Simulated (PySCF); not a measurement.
Molecule: SMILES C=COC(C)=O, C$_{4}$H$_{6}$O$_{2}$.

Bonds (- single, = double, # triple, : aromatic): C1=C2 1.329 Å, C2-O3 1.368 Å, O3-C4 1.359 Å, C4-C5 1.497 Å, C4=O6 1.198 Å. C1 carries H7, H8; C2 carries H9; C5 carries H10, H11, H12. H7 is cis to O3; H8 is trans to O3.

Geometry PBE0-D3(BJ)/def2-SVP throughout; GIAO in PySCF 2.14, gas phase, one conformer, non-relativistic; equivalent atoms averaged; functional PBE0.

For orientation, pcSseg-2 gives these shifts δ (against TMS, H2O at the same level): C4 174.8, C1 102.0, C5 21.6, O6 433.5, O3 258.8, H9 7.95, H7 5.00, H8 4.65, H10/H11/H12 2.00 ppm.

A run gave: C4 180.3, C1 109.2, C5 25.7, O6 483.8, O3 261.8, H9 7.86, H7 5.29, H8 4.92, H10/H11/H12 2.43 ppm (shifts δ (against TMS, H2O at the same level)).

Task: Which basis set was used in that run?
A. aug-cc-pVDZ
B. def2-TZVP
C. cc-pVTZ
D. pcSseg-0

Result: D. O6 tells them apart best: pcSseg-0 gives 483.8, cc-pVTZ gives 429.4, def2-TZVP gives 429.1, aug-cc-pVDZ gives 399.2 ppm.
